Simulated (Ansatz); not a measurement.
Sb₂As: from a trial structure to a relaxed crystal

Computed with DFT PBE, scalar-relativistic, plane waves, PAW (Ansatz 0.2.0). Cutoff 420 eV, Γ-centred k mesh, Gaussian smearing, no spin polarisation in the final step.

The start puts Sb₂As on the marcasite structure type (Pnnm, No. 58), with As in place of Fe, Sb in place of S, at a guessed volume.

```
CELL_PARAMETERS angstrom
5.31646 0.00000 0.00000
0.00000 6.48870 0.00000
0.00000 0.00000 4.05068
ATOMIC_POSITIONS crystal
Sb 0.20040 0.37870 0.00000
Sb 0.79960 0.62130 0.00000
Sb 0.70040 0.12130 0.50000
Sb 0.29960 0.87870 0.50000
As 0.00000 0.00000 0.00000
As 0.50000 0.50000 0.50000
```

Cell and atoms relax at zero pressure; the relaxation can't lower the symmetry of the start. After a coarse first stage the cell is made exact in the group found at 0.06 Å.

Formation energies are uncorrected and refer to the elements' standard structures at the same level.

(1) Which crystal results?

(2) What are its volume, energy, density and gap?

Results:

(1) It keeps Pnnm (No. 58). The result has the marcasite structure. Conventional cell: a = 5.956 Å, b = 7.513 Å, c = 3.796 Å. Around Sb lie 3 As at 2.89–2.94 Å and 1 Sb at 2.90 Å; As is coordinated by 6 Sb at 2.89–2.94 Å.

```
Sb As
1.0
     5.95593    0.00000    0.00000
     0.00000    7.51327    0.00000
     0.00000    0.00000    3.79556
Sb As
4 2
Cartesian
  1.0450 2.7495 0.0000
  4.9109 4.7638 0.0000
  4.0230 1.0072 1.8978
  1.9329 6.5061 1.8978
  0.0000 0.0000 0.0000
  2.9780 3.7566 1.8978
```

(2) The volume per atom is 28.31 Å³. The density is 6.23 g/cm³, the energy over the elements is 0.18 eV/atom and the gap on the 6×6×10 mesh is 0 eV (a metal).

The final run used a 6×6×10 mesh on its 6-atom cell and 0.10 eV smearing. For metals, differences of a few meV/atom aren't resolved. Spin–orbit coupling is left out. A structure relaxed within its symmetry needn't be a true minimum. The steps took about 3 core-minutes in all.